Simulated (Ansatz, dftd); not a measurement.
Reaction: C2H2O (SMILES C=C=O) + H+ → C2H3O+ (SMILES C=C=[OH+])
Each species at its own B3LYP-D3(BJ)/def2-TZVP minimum (Ansatz, a program for electronic structure), one conformer.

Property: proton affinity (electronic), positive where energy is released, in kcal/mol. Radicals and triplets start from unrestricted determinants; spin-orbit coupling is neglected. Cores are frozen in correlated methods. Rows without X2C or -DK are non-relativistic. CBS(X,Y): correlation extrapolated as X^-3, Hartree-Fock from the larger set (Q,5: extrapolated as (X+1)exp(-9√X)). A bracket is a step between two methods taken in the basis named. Functionals run without relativity, which enters their misses. '+ core + X2C': CCSD(T) terms for core correlation (cc-pwCVTZ) and scalar relativity (cc-pVTZ-DK).

Compared with CCSD(T)/CBS(cc-pVQZ,cc-pV5Z) + [CCSDT(Q) - CCSD(T)]/cc-pVDZ + core + X2C (Ansatz): 160.3 kcal/mol.

Problem. Rank these levels by how close they come to it, closest first: CCSD/CBS(cc-pVTZ,cc-pVQZ) (Ansatz); MP2/CBS(cc-pVQZ,cc-pV5Z) (Ansatz); CAM-B3LYP-D4/def2-TZVPD (Ansatz + dftd4).

Solution. CAM-B3LYP-D4/def2-TZVPD (159.8 kcal/mol, difference -0.5), CCSD/CBS(cc-pVTZ,cc-pVQZ) (162.5 kcal/mol, difference 2.2), MP2/CBS(cc-pVQZ,cc-pV5Z) (155.4 kcal/mol, difference -4.9)
